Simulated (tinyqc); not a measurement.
Worked calculation: extended Hueckel theory, for H3S+. The parameters take no account of the charge, which enters only through the electron count. One step of it, computed by the program tinyqc.

Task: Mulliken analysis. P = C n C^T; charge = valence electrons (H 1, S 6) minus the sum of (P S)_ii on the atom; overlap population = 2 sum P_ij S_ij between two atoms.

coefficients, order 1S 3s, 1S 3px, 1S 3py, 1S 3pz, 2H 1s, 3H 1s, 4H 1s:
```
[[0.803657, -0.000043, 0.000000, 0.206916, 0.000000, -0.039526, 0.895493],
 [-0.000004, 0.572659, 0.000000, 0.000004, 0.000000, 1.058238, 0.047002],
 [0.000000, 0.000000, 0.572715, 0.000000, 1.058936, 0.000000, 0.000000],
 [0.005429, -0.000023, 0.000000, 0.942773, 0.000000, 0.018213, -0.411761],
 [0.161772, 0.471128, 0.000000, -0.111115, 0.000000, -0.865837, -0.692141],
 [0.161668, -0.235686, 0.408115, -0.111116, -0.775423, 0.476321, -0.632250],
 [0.161668, -0.235686, -0.408115, -0.111116, 0.775423, 0.476321, -0.632250]]
```

occupations: [2.000000, 2.000000, 2.000000, 2.000000, 0.000000, 0.000000, 0.000000]

overlap S, order 1S 3s, 1S 3px, 1S 3py, 1S 3pz, 2H 1s, 3H 1s, 4H 1s:
```
[[1.000000, 0.000000, 0.000000, 0.000000, 0.343178, 0.342958, 0.342958],
 [0.000000, 1.000000, 0.000000, 0.000000, 0.441895, -0.220947, -0.220947],
 [0.000000, 0.000000, 1.000000, 0.000000, 0.000000, 0.382496, -0.382496],
 [0.000000, 0.000000, 0.000000, 1.000000, -0.118557, -0.118469, -0.118469],
 [0.343178, 0.441895, 0.000000, -0.118557, 1.000000, 0.056211, 0.056211],
 [0.342958, -0.220947, 0.382496, -0.118469, 0.056211, 1.000000, 0.056214],
 [0.342958, -0.220947, -0.382496, -0.118469, 0.056211, 0.056214, 1.000000]]
```

Give: charges; Overlap populations.

Result:

charges: [0.5237, 0.1588, 0.1587, 0.1587]

Overlap populations:
```
pair      value
2-1    0.673027
3-1    0.672825
3-2   -0.016310
4-1    0.672825
4-2   -0.016310
4-3   -0.016308
```
